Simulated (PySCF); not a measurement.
**[C3H4NS]-: core ionisation energies**

Species: C3H4NS (charge -1).
Cartesian coordinates in Å at the PBE0-D3(BJ)/def2-SVP level; atoms count from 1:
```xyz
9
C3H4NS angstrom
C     -1.0998   -0.6102   -0.2704
C      0.1666    0.2484   -0.3363
S      0.3488    1.3299    1.1154
C      1.3458   -0.6090   -0.4874
N      2.2802   -1.2903   -0.6135
H     -1.9605    0.0682   -0.1741
H     -1.0672   -1.2284    0.6397
H     -1.2367   -1.2624   -1.1557
H      0.1207    0.8451   -1.2714
```

Computed with delta-SCF UKS SCAN, pcX-2 on the ionised atom, pcseg-1 elsewhere, spin-free X2C (PySCF). These are vertical core ionisation energies against the vacuum level, from separate self-consistent calculations with and without the core hole.

Task: Give the core binding energies atom by atom.

Result: 
```csv
atom(s),environment,level,binding energy (eV),above the level's lowest (eV),count
S3,thiolate sulfur,S 1s,2469.46,0.00,1
N5,nitrile nitrogen,N 1s,399.92,0.00,1
C2,sp3 carbon bound to sulfur,C 1s,287.34,+0.69,1
C4,nitrile carbon,C 1s,287.26,+0.61,1
C1,methyl carbon,C 1s,286.65,0.00,1
```

Lowest listed C 1s: C1, bonded to C and 3 H. Highest, 0.69 eV above it: C2, bonded to S, 2 C and H.

Task: What is the longest wavelength that can ionise C 1s of C1 vertically?

Result: λ = hc/E = 12398.42 eV Å / 286.65 eV = 43.253 Å.

Task: Which effective nuclear charge Zeff reproduces each element's mean 1s value in the hydrogen-like formula E = 13.606 eV × Zeff²?

Result: C (Z = 6): mean 287.1 eV, Zeff = 4.59, Z − Zeff = 1.41; N (Z = 7): mean 399.9 eV, Zeff = 5.42, Z − Zeff = 1.58; S (Z = 16): mean 2469.5 eV, Zeff = 13.47, Z − Zeff = 2.53. Means run over the listed sites, weighted by atom count.

Not every level is listed. The unrestricted hole states depart most from a pure doublet (⟨S²⟩ = 0.75; over 0.85 named) for C 1s of C4 (0.86), which makes this value less certain. The species carries charge -1, so core ionisation leaves a neutral species. The basis sets have no added diffuse functions. Geometry: PBE0-D3(BJ)/def2-SVP; no solvent, vibrations or thermal averaging. The geometry's basis has no diffuse functions, a weakness for an anion.
